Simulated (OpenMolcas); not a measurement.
**CH5BSi (SMILES B1C[SiH2]1) at B98/MINI (Cholesky decomposition)**

What is the vertical ionisation energy of CH5BSi at B98/MINI (Cholesky decomposition)? 

The calculation is run with OpenMolcas 26.06.

20 further runs of the same task are left out: 2 that didn't finish, 18 set aside as unsound or not needed.

## Step 1: The molecule

The species is CH5BSi (8 atoms), meant as a singlet with charge 0. SMILES: `B1C[SiH2]1`. The shape comes from a force field and isn't a relaxed structure.

Bond lengths: B1–C2 1.548 Å, B1–Si3 1.946 Å, C2–Si3 1.770 Å, B1–H4 1.177 Å, C2–H5 1.091 Å, C2–H6 1.125 Å, Si3–H7 1.457 Å, Si3–H8 1.504 Å. Some angles: B1–C2–Si3 71.5°, C2–B1–Si3 59.6°, B1–Si3–C2 49.0°, B1–C2–H5 114.2°, B1–C2–H6 114.0°, Si3–C2–H5 115.1°, Si3–C2–H6 116.1°, C2–B1–H4 146.8°, Si3–B1–H4 153.6°, B1–Si3–H7 109.0°.

## Step 2: The charge distribution at B98/MINI (Cholesky decomposition)

mol.xyz reads:

```xyz
8

B     -0.893700     0.206700    -0.563500
C      0.143700     0.788200     0.427900
Si     0.581000    -0.890400     0.076100
H     -1.845200     0.411600    -1.225100
H     -0.246700     0.964600     1.431400
H      0.810600     1.576300    -0.018300
H      0.048100    -1.963100     0.905700
H      1.494400    -1.151100    -1.090000
```

test.input reads:

```
&GATEWAY
BasLib=$CurrDir
Coord=mol.xyz
Basis=MINI
Group=NoSym
&SEWARD
High
&SCF
KSDFT=HYB_GGA_XC_SB98_2C
PrOrbitals=1 1
&LOCALISATION
PAO
```

The basis set MINI is read from a file made from the Basis Set Exchange's data (not shown).

On the command line:

```sh
$ export MOLCAS_MEM=1860
$ pymolcas test.input > test.log
```

Output:

```text
--- Start Module: gateway ---
[...]
--- Stop Module: gateway /rc=_RC_ALL_IS_WELL_ ---
[...]
      Basis functions           24
[...]
--- Start Module: scf ---
[...]
       Convergence after  10 Iterations
[...]
::    Total KS-DFT energy                            -353.1273128930
[...]
      Total spin, S                                     0.0000000000
[...]
      Total electronic charge=   30.000000
      Total            charge=   -0.000000
[...]
      Dipole Moment (debye):
      Origin of the operator (angstrom)=    0.1500   -0.2381    0.0190
                   X=  7.9509E-01               Y=  6.9170E-01               Z=  8.5766E-01           Total=  1.3587E+00
      Quadrupole Moment (debye*angstrom):
[...]
--- Stop Module: scf /rc=_RC_ALL_IS_WELL_ ---
[...]
--- Start Module: localisation ---
[...]
--- Stop Module: localisation /rc=_RC_ALL_IS_WELL_ ---
[...]
```

Wall time 3.3 s (1 thread of Arm Neoverse V1, shared host).

Atomic charges (e):

| atom | Mulliken |
| --- | --- |
| B1 | +0.010 |
| C2 | -0.992 |
| Si3 | +0.539 |
| H4 | +0.041 |
| H5 | +0.254 |
| H6 | +0.250 |
| H7 | -0.059 |
| H8 | -0.044 |

## Step 3: The doublet cation, same level

mol.xyz is that of step 2.

test.inp reads:

```
&GATEWAY
  BasLib
  $CurrDir
  Coord
  mol.xyz
  Basis
  MINI
  Group
  NoSym

&SEWARD
  High

&SCF
  UHF
  Charge
  1
  Spin
  2
  KSDFT
  HYB_GGA_XC_SB98_2C
  PrOrbitals
  1 1
```

The basis set MINI is read from a file made from the Basis Set Exchange's data (not shown).

On the command line:

```sh
$ export MOLCAS_MEM=1860
$ pymolcas test.inp > test.log
```

Output:

```text
--- Start Module: gateway ---
[...]
--- Stop Module: gateway /rc=_RC_ALL_IS_WELL_ ---
--- Start Module: seward ---
[...]
      Basis functions           24
--- Stop Module: seward /rc=_RC_ALL_IS_WELL_ ---
--- Start Module: scf ---
[...]
       Convergence after  15 Iterations
[...]
::    Total KS-DFT energy                            -352.7308084890
[...]
      Total spin, S                                     0.5006325857
[...]
      Total electronic charge=   29.000000
      Total            charge=    1.000000
[...]
      Dipole Moment (debye):
      Origin of the operator (angstrom)=    0.1500   -0.2381    0.0190
                   X=  1.0041E-01               Y=  3.4817E-01               Z=  1.1614E-01           Total=  3.8051E-01
      Center of Charge (angstrom)
[...]
--- Stop Module: scf /rc=_RC_ALL_IS_WELL_ ---
[...]
```

It took 5.4 s on 1 thread of Arm Neoverse V1, shared host.

Atomic charges (e):

| atom | Mulliken |
| --- | --- |
| B1 | +0.202 |
| C2 | -1.008 |
| Si3 | +0.836 |
| H4 | +0.167 |
| H5 | +0.354 |
| H6 | +0.355 |
| H7 | +0.036 |
| H8 | +0.057 |

## Step 4: What came out

Level: B98/MINI (Cholesky decomposition).

| quantity | value |
| --- | --- |
| singlet CH5BSi: total energy | -353.12731 Eh |
| singlet CH5BSi: dipole moment | 1.36 D |
| singlet CH5BSi: HOMO energy | -8.15 eV |
| singlet CH5BSi: LUMO energy | -3.80 eV |
| singlet CH5BSi: HOMO–LUMO gap | 4.35 eV |
| doublet cation: total energy | -352.73081 Eh |
| doublet cation: HOMO energy (highest over α and β) | -16.01 eV |
| doublet cation: LUMO energy (lowest over α and β) | -13.40 eV |
| doublet cation: ⟨S²⟩ | 0.751 |
| vertical ionisation energy (to the doublet cation) | 10.789 eV |

In words: Removing an electron at fixed nuclei costs 10.79 eV (1041 kJ/mol). −ε(HOMO) before ionisation, 8.15 eV, is 2.64 eV below this ionisation energy. In a minimal basis such a difference can be off by several eV, whatever the method. Mulliken charges (singlet CH5BSi) run from -0.99 on C2 to +0.54 on Si3.
